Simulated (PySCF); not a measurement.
An unknown is described by computed data only.

Formula: NH2; charge -1.

| Item | Value |
| --- | --- |
| NMR, other nuclei | isotropic shieldings of nuclei other than C and H, by class: 287 (1 N) ppm [GIAO PBE0/pcSseg-1] |
| Rotational structure | rotational constants A, B, C: 639.056, 380.905, 238.656 GHz [GFN2-xTB] |
| XPS | N1s 395.0 eV [ΔSCF SCAN, pcX-2 on the ionised atom, pcseg-1 elsewhere, spin-free X2C] |
| 1H NMR | chemical shifts (computed TMS as zero) by class: -4.92 (2 H) ppm [GIAO PBE0/pcSseg-1] |
| Couplings | largest of the computed one-bond spin–spin couplings (means over like bonds): 15N–1H -33.1 (×2) Hz [B3LYP/pcJ-1] |

Electronic properties: PySCF, gas phase, density fitting. Levels stand in brackets. Isolated species at its GFN2-xTB geometry, gas phase. The HOMO energy is positive, so at this level the finite basis confines the outermost electrons. No diffuse functions stand in pcJ-1 and pcSseg-1, which bears on an anion's orbital energies. NMR classes are plain means over equivalent atoms (diastereotopic ones count apart unless rotation or inversion swaps them), as if these changed places fast.

Question: What is the compound? Reason from the data.

Answer: All hydrogens form one class (-4.92 ppm): N–H hydrogen. The other shieldings belong to: 287 ppm, nitrogen bonded to 2 H. The couplings run between: -33.1 Hz, nitrogen bonded to 2 H and its hydrogen (with 1 like pair). The core levels belong to: N1s 395.0 eV, nitrogen bonded to 2 H. The optimised geometry has point group C2v and is an asymmetric top. Structure: amide anion, `[NH2-]`.
